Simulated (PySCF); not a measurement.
FH2Si (doublet state).
Z-matrix (Å and degrees, GFN2-xTB geometry), rows numbered from 1:
```
F 
Si  1  1.6211
H   2  1.4479  1  104.74
H   2  1.4477  1  104.66  3  -127.26
```

The species is `F[SiH2]` [radical].

Computed with UKS B3LYP, pcH-1 on F H Si, non-relativistic, mean-field spin-orbit, GIAO in PySCF 2.14.0. Isolated species at its GFN2-xTB geometry, gas phase. Couplings are sensitive to structure, and on GFN2-xTB geometries they can be far from those on DFT ones, by a factor of two or more for some ions and for spin on atoms past the first row.

Break the g tensor into its mass correction, gauge correction and orbital-Zeeman/spin–orbit terms.

```
                    Δg (ppm)     1     2     3
relativistic mass correction  -156  -156  -156
            gauge correction    54     8    61
   orbital Zeeman/spin–orbit  -624   -30  2391
                       total  -727  -178  2296
```

So g = 2.00159, 2.00214, 2.00462 and g_iso = 2.00278; the tensor is rhombic: the two nearest values differ by 18 % of g3 − g1. Axes: g3 points within 14° of the F1–Si2 bond.

What effective moment and Curie constant follow for a powder?

With the mean of g² = 4.0111 and S(S+1) = 0.75: μ_eff = √(⟨g²⟩S(S+1)) = 1.734 μB and χT = 0.12505·⟨g²⟩·S(S+1) = 0.376 cm³ K/mol (cgs; spin-Hamiltonian part alone).

What are the electron Larmor frequencies g μB B/h along the three axes at 3350 mT?

93.8495, 93.8752, 93.9913 GHz for g1, g2 and g3, a range of 141.7 MHz.

In a frozen sample, at which fields do the three g values resonate at 9.5, 34, 94 and 263 GHz (hyperfine left aside), and which band first spreads them over more than twice a line width of 0.3 mT?

```
band    GHz  B(g3) mT  B(g2) mT  B(g1) mT  spread mT
   X    9.5    338.60    339.01    339.11       0.51
   Q   34.0   1211.81   1213.31   1213.64       1.83
   W   94.0   3350.31   3354.45   3355.37       5.06
   J  263.0   9373.74   9385.33   9387.90      14.16
```

The spread grows in proportion to the frequency. Q band is the first where it exceeds 0.6 mT.

The largest Mulliken spin population is on Si2 (+0.87). The angles at Si2 add up to 329.5°, so it is pyramidal.

The HOMO–LUMO gaps are 5.87 eV among the α and 6.82 eV among the β orbitals.
